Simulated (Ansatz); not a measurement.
Basis-set extrapolation for `[CH2]OCF` radical (PBE0-D4/def2-TZVP geometry, frozen core, Ansatz 0.2.0). Multiplicity 2, UHF reference.

```json
{"": "HF", "def2-TZVPP": "-252.411538", "def2-QZVPP": "-252.423148"}
{"": "MP2 correlation", "def2-TZVPP": "-0.796279", "def2-QZVPP": "-0.860582"}
{"": "CCSD(T) correlation", "def2-TZVPP": "-0.851097", "def2-QZVPP": "not run"}
```

Energies in hartree. Use E(X) = E(∞) + A·exp(−7.88·√X) for Hartree–Fock and E(X) = E(∞) + B·X^(−2.97) for correlation, with X = 3 and 4, and add CCSD(T) minus MP2 of the smaller set to the MP2 limit.

Task: What is the CCSD(T) energy at the basis-set limit?

Result: HF limit: -252.423148 + (-0.011610) × 0.13774 = -252.42475. MP2 limit: -0.860582 + (-0.064303) × 0.74074 = -0.90821. Higher-order term: -0.851097 − (-0.796279) = -0.05482. Total: -253.38778 hartree, 78.5 kcal/mol below CCSD(T)/def2-TZVPP.
